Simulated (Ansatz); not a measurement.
The first iterations of a band of CH7B (9 atoms, charge 0, multiplicity 1).

Method: RKS PBE-D4/def2-SVP in Ansatz 0.2.0.

* movable images: 5
* climbing image: yes
* spring: 5.0 eV/Å²
* optimiser: quadratic models (default)
* start path: through a guess of the saddle point
* force threshold: 0.5 eV/Å
* iteration limit: 60
* end points: relaxed

First end point:

```xyz
9
Properties=species:S:1:pos:R:3
B -0.011 -0.297 0.427
C -0.005 0.204 1.944
H -0.961 0.037 2.481
H 0.816 -0.219 2.559
H 0.154 1.304 1.928
H 1.032 -0.308 -0.223
H -0.955 -0.015 -0.308
H -0.632 -1.576 0.349
H 0.211 -1.704 0.395
```

Last end point:

```xyz
9
Properties=species:S:1:pos:R:3
B -0.108 -0.603 -0.242
C 0.022 0.007 2.162
H -0.943 0.081 2.696
H 0.841 -0.284 2.845
H 0.262 0.963 1.668
H 1.016 -0.201 -0.466
H -1.062 0.133 -0.388
H -0.298 -1.806 -0.166
H -0.081 -0.862 1.444
```

| iteration | highest image above the first end (eV) | largest band force component (eV/Å) |
| --- | --- | --- |
| 1 | 2.732 | 5.683 |
| 2 | 1.362 | 2.453 |

Does the band converge within its limit, and where does its top end?

The forces met the threshold. It ended after 6 iterations with the highest image 0.393 eV above the first end. The threshold of 0.5 eV/Å is loose, so the images may lie well off the minimum-energy path. The order of the stationary point at the top wasn't checked. The orbitals stay closed-shell, which can raise the energy where a bond breaks towards radicals; this wasn't checked here.

The run took 37 s on 1 thread of Arm Neoverse V2, on a shared host, peak memory 0.1 GiB.
